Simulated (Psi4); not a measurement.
# One shape, several levels: singlet BH2Cl

Aim: a comparison of 3 runs (HF/STO-3G, B3LYP/6-31G*, wB97X-V/cc-pVTZ) of singlet BH2Cl. 

The calculation is run with Psi4 1.11.

### Step 1. Starting point

BH2Cl: 4 atoms, total charge 0, spin state singlet. As SMILES of the parent species, `[BH2-]Cl`. Geometry: relaxed at GFN2-xTB. That shape belongs to the parent species and isn't relaxed for this state.

Bond lengths: B1–Cl2 1.923 Å, B1–H3 1.212 Å, B1–H4 1.212 Å. Angles: Cl2–B1–H3 107.8°, Cl2–B1–H4 107.8°, H3–B1–H4 115.8°.

### Step 2. Energy and forces at HF/STO-3G (run 1)

Contents of input.dat:

```
memory 1600 MB

molecule m {
  0 1
  B
  Cl 1 r2
  H 1 r3 2 a3
  H 1 r4 3 a4 2 d4

  r2 = 1.923355
  r3 = 1.211691
  a3 = 107.77693
  r4 = 1.211664
  a4 = 115.75059
  d4 = -120.78882
  symmetry c1
  no_reorient
  no_com
}

set {
  basis STO-3G
  puream true
  e_convergence 1e-09
  d_convergence 1e-08
  scf_type pk
}

result, w = gradient('scf', return_wfn=True)
oeprop(w, 'WIBERG_LOWDIN_INDICES', 'QUADRUPOLE', 'DIPOLE')
```

On the command line:

```sh
$ psi4 -n 1 input.dat output.dat
```

output.dat:

```text
[...]
  Running in c1 symmetry.
[...]
  Nuclear repulsion =   35.018504305484669
[...]
  Multiplicity = 1
[...]
  Nalpha       = 12
  Nbeta        = 12
[...]
    Number of basis functions: 16
[...]
   @RHF iter   1:  -480.00974858488081   -1.29849e+00   1.62417e-02 ADIIS/DIIS
[...]
   @RHF iter  10:  -480.07837719799625   -1.02318e-12   7.50970e-09 DIIS
[...]
    Orbital Energies [Eh]
    ---------------------
    Doubly Occupied:
       1A   -103.654898     2A    -10.341526     3A     -7.784786
       4A     -7.780989     5A     -7.780247     6A     -7.510920
       7A     -0.987401     8A     -0.666387     9A     -0.513722
      10A     -0.437887    11A     -0.388653    12A     -0.367139
[...]
  @RHF Final Energy:  -480.07837719799625
   => Energetics <=
    Nuclear Repulsion Energy =             35.0185043054846687
    One-Electron Energy =                -733.7646544273692371
    Two-Electron Energy =                 218.6677729238882648
    Total Energy =                       -480.0783771979962467
[...]
  -Total Gradient:
     Atom            X                  Y                   Z
    ------   -----------------  -----------------  -----------------
       1       -0.095993427756    -0.049388135708    -0.072296830395
       2        0.018652488424     0.009634934493     0.056829700810
       3        0.031638406154     0.033565628245     0.007782515706
       4        0.045702533178     0.006187572970     0.007684613880
[...]
 Multipole Moments:
 ------------------------------------------------------------------------------------
     Multipole            Electronic (a.u.)      Nuclear  (a.u.)        Total (a.u.)
 ------------------------------------------------------------------------------------
 L = 1.  Multiply by 2.5417464519 to convert [e a0] to [Debye]
 Dipole X            :         -1.2024218            0.8787857           -0.3236361
 Dipole Y            :         -0.6181833            0.4518026           -0.1663807
 Dipole Z            :          1.4300693           -2.4636436           -1.0335743
 Magnitude           :                                                    1.0957640
 L = 2.  Multiply by 1.3450342976 to convert [e a0^2] to [Debye ang]
 Quadrupole XX       :        -16.0534365            3.0401916          -13.0132449
 Quadrupole XY       :          2.8242105           -2.2999700            0.5242405
[...]
```

It took 2.4 s on 1 thread of Intel Xeon Platinum 8488C (Sapphire Rapids), shared host; peak memory 0.18 GiB.

### Step 3. Energy and gradient at B3LYP/6-31G(d) (spherical functions) (run 2)

Contents of job.inp:

```
memory 1600 mb

molecule {
  0 1
  B
  Cl 1 1.923355
  H 1 1.211691 2 107.77693
  H 1 1.211664 3 115.75059 2 -120.78882
  symmetry c1
  no_reorient
  no_com
}

set {
  basis 6-31G*
  puream true
  e_convergence 1e-09
  d_convergence 1e-08
  scf_type pk
  dft_radial_points 99
  dft_spherical_points 590
}

result, w = gradient("b3lyp", return_wfn=True)
print_variables()
```

On the command line:

```sh
$ psi4 job.inp job.out -n 1
```

job.out:

```text
[...]
  Running in c1 symmetry.
[...]
  Nuclear repulsion =   35.018504305484669
[...]
  Multiplicity = 1
[...]
  Nalpha       = 12
  Nbeta        = 12
[...]
    Number of basis functions: 36
[...]
   @RKS iter   1:  -486.19685055586604   -4.10754e-01   5.41648e-03 DIIS/ADIIS
[...]
   @RKS iter  10:  -486.22534600727829   -3.41061e-13   2.97435e-09 DIIS
[...]
    Orbital Energies [Eh]
    ---------------------
    Doubly Occupied:
       1A   -101.525852     2A     -9.457268     3A     -7.217961
       4A     -7.213360     5A     -7.210507     6A     -6.837357
       7A     -0.816813     8A     -0.524957     9A     -0.394265
      10A     -0.380030    11A     -0.333060    12A     -0.300491
[...]
  @RKS Final Energy:  -486.22534600727829
   => Energetics <=
    Nuclear Repulsion Energy =             35.0185043054846687
    One-Electron Energy =                -739.1248861027654584
    Two-Electron Energy =                 244.4763121660132583
    DFT Exchange-Correlation Energy =     -26.5952763760106841
    Empirical Dispersion Energy =           0.0000000000000000
    VV10 Nonlocal Energy =                  0.0000000000000000
    Total Energy =                       -486.2253460072782900
[...]
 Multipole Moments:
 ------------------------------------------------------------------------------------
     Multipole            Electronic (a.u.)      Nuclear  (a.u.)        Total (a.u.)
 ------------------------------------------------------------------------------------
 L = 1.  Multiply by 2.5417464519 to convert [e a0] to [Debye]
 Dipole X            :         -1.0603585            0.8787857           -0.1815729
 Dipole Y            :         -0.5451581            0.4518026           -0.0933555
 Dipole Z            :          1.8093265           -2.4636436           -0.6543171
 Magnitude           :                                                    0.6854304
[...]
  -Total Gradient:
     Atom            X                  Y                   Z
    ------   -----------------  -----------------  -----------------
       1       -0.066297643163    -0.034111243388    -0.060281945175
       2        0.014052886814     0.007258733641     0.043863009162
       3        0.026514699299     0.012657316131     0.008238589974
       4        0.025729129455     0.014194716884     0.008180809233
[...]
```

Wall time 7.5 s (1 thread of Intel Xeon Platinum 8488C (Sapphire Rapids), shared host); peak memory 0.43 GiB.

### Step 4. A single-point energy at wB97X-V/cc-pVTZ (run 3)

Contents of calc.in:

```
memory 1600 MB

molecule {
  0 1
  B
  Cl 1 r2
  H 1 r3 2 a3
  H 1 r4 3 a4 2 d4

  r2 = 1.923355
  r3 = 1.211691
  a3 = 107.77693
  r4 = 1.211664
  a4 = 115.75059
  d4 = -120.78882
  symmetry c1
}

set {
  basis cc-pVTZ
  puream true
  e_convergence 1e-09
  d_convergence 1e-08
  scf_type pk
  dft_radial_points 99
  dft_spherical_points 590
}

energy('wb97x-v')
print_variables()
```

On the command line:

```sh
$ psi4 -i calc.in -o calc.out -n 1
```

calc.out:

```text
[...]
  Running in c1 symmetry.
[...]
  Nuclear repulsion =   35.018504305484669
[...]
  Multiplicity = 1
[...]
  Nalpha       = 12
  Nbeta        = 12
[...]
    Number of basis functions: 92
[...]
   @RKS iter   1:  -486.15973380116407   -5.95561e-01   2.04816e-03 DIIS/ADIIS
[...]
   @RKS iter  11:  -486.17667585864490   -9.26548e-12   5.81269e-09 DIIS
[...]
    Orbital Energies [Eh]
    ---------------------
    Doubly Occupied:
       1A   -101.544117     2A     -9.559506     3A     -7.313303
       4A     -7.308841     5A     -7.306296     6A     -6.945302
       7A     -0.942819     8A     -0.645143     9A     -0.503922
      10A     -0.479514    11A     -0.434805    12A     -0.402977
[...]
  @RKS Final Energy:  -486.17667585864490
   => Energetics <=
    Nuclear Repulsion Energy =             35.0185043054846687
    One-Electron Energy =                -739.0273302565290123
    Two-Electron Energy =                 242.1984196210959510
    DFT Exchange-Correlation Energy =     -24.4662893662925498
    Empirical Dispersion Energy =           0.0000000000000000
    VV10 Nonlocal Energy =                  0.1000198375960815
    Total Energy =                       -486.1766758586448987
[...]
 Multipole Moments:
 ------------------------------------------------------------------------------------
     Multipole            Electronic (a.u.)      Nuclear  (a.u.)        Total (a.u.)
 ------------------------------------------------------------------------------------
 L = 1.  Multiply by 2.5417464519 to convert [e a0] to [Debye]
 Dipole X            :         -1.0554723            0.8787857           -0.1766866
 Dipole Y            :         -0.5426559            0.4518026           -0.0908533
 Dipole Z            :          1.7986676           -2.4636436           -0.6649760
 Magnitude           :                                                    0.6940213
[...]
```

Run time: 55 s. Hardware: 1 thread of Intel Xeon Platinum 8488C (Sapphire Rapids), shared host; peak memory 1.2 GiB.

### Step 5. All runs side by side

| run | level | integration grid | task | energy (Eh) | dipole moment (D) | HOMO energy (eV) | LUMO energy (eV) | wall time |
| --- | --- | --- | --- | --- | --- | --- | --- | --- |
| 1 | HF/STO-3G | – | gradient | -480.078377 | 2.79 | -9.99 | 3.79 | 2.4 s |
| 2 | B3LYP/6-31G* (spherical functions) | 99 radial × 590 angular | gradient | -486.225346 | 1.74 | -8.18 | -3.18 | 7.5 s |
| 3 | wB97X-V/cc-pVTZ | 99 radial × 590 angular | energy | -486.176676 | 1.76 | -10.97 | -0.84 | 55 s |

### Step 6. Summary of results

| quantity | value |
| --- | --- |
| run 3: total energy | -486.17668 Eh |
| run 3: dipole moment | 1.76 D |
| run 3: HOMO energy | -10.97 eV |
| run 3: LUMO energy | -0.84 eV |
| run 3: HOMO–LUMO gap | 10.13 eV |

What this shows: The dipole moment (its size) runs from 1.74 D (B3LYP/6-31G*) to 2.79 D (HF/STO-3G). The two ends differ in method and basis. The HOMO–LUMO gap runs from 5.00 eV (B3LYP/6-31G*) to 13.78 eV (HF/STO-3G). Totals of different functionals can't be ranked against each other. In run 1 the basis is minimal, so the values are rough. All runs together took 65 s, the longest 55 s.
